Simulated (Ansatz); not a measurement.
in.yaml

```yaml
crystal:
  periodic: [false, false, false]
  atoms:
    - {symbol: As, position_ang: [0.000061, -0.000015, -0.018246]}
    - {symbol: H, position_ang: [1.618559, 0.015496, 0.457485]}
    - {symbol: H, position_ang: [-0.824641, 1.395833, 0.448201]}
    - {symbol: H, position_ang: [-0.798447, -1.410223, 0.450577]}
basis:
  gaussian: {orbitals: 6-31G}
total_charge: 1
magnetization: {spin_polarized: true, initial_magnetization: 1}
hamiltonian: {xc: {name: wB97M-V}}
output: {forces: true, orbitals: {seedname: orbitals}}
```

```sh
$ ansatz run in.yaml --threads 1 --pin off --events-out ev --progress --plain --max-ram 2393MiB
```

Output:

```
  # Of w^i u^j: cxij and so on, Table III.
  gx(w, u) = 1 - cx + cx01*u + cx10*w
  gss(w, u) = css00 + css04*u^4 + css10*w + css20*w^2 + css43*w^4*u^3
  gos(w, u) = cos00 + cos10*w + (cos20 + cos21*u)*w^2 + (cos60 + cos61*u)*w^6
      + integral(e_c_pw_mod_opposite_spin*gos(b97_w_opposite, b97_u_opposite)) + vv10(b, c)
346 factors; integrals over basis functions are off by at most 4.6e-4 eV
98 factors; integrals over basis functions are off by at most 1.8e-5 eV
mean field evaluation 1: about -60865.3846 eV, gradient 4.6e0 eV
mean field evaluation 2: about -60865.5182 eV, gradient 3.0e0 eV
mean field evaluation 4: about -60865.5414 eV, gradient 1.4e-1 eV
mean field evaluation 8: about -60865.5414 eV, gradient 3.5e-3 eV
mean field -60865.54143877 eV, -2236.7673917290 hartree, gradient 7.6e-5 eV, S^2 0.750574; 0 other end points of the search recorded, 0 dependent functions left out
the calculation of the forces begins
reference -60865.54146838 eV, -2236.7673928171 hartree; 18, 17 occupied and 17, 18 virtual orbitals, 346 factors
Total energy: -60865.54146838 eV, -2236.7673928171 hartree
Atom 0 at     0.000061    -0.000015    -0.018246 Å, force    -0.006124     0.001456     1.785437 eV/Å
Atom 1 at     1.618559     0.015496     0.457485 Å, force    -2.305127    -0.022028    -0.602801 eV/Å
Atom 2 at    -0.824641     1.395833     0.448201 Å, force     1.174277    -1.987860    -0.589626 eV/Å
Atom 3 at    -0.798447    -1.410223     0.450577 Å, force     1.136974     2.008433    -0.593011 eV/Å
Dipole moment:    -0.000509     0.000125     0.152775 e Å
```

Forces (eV/Å):
```
As  -0.006  0.001  1.785
H   -2.305 -0.022 -0.603
H    1.174 -1.988 -0.590
H    1.137  2.008 -0.593
```

Ran on 1 thread of Intel Xeon, shared host: 12 s wall, 0.17 GiB peak host memory.
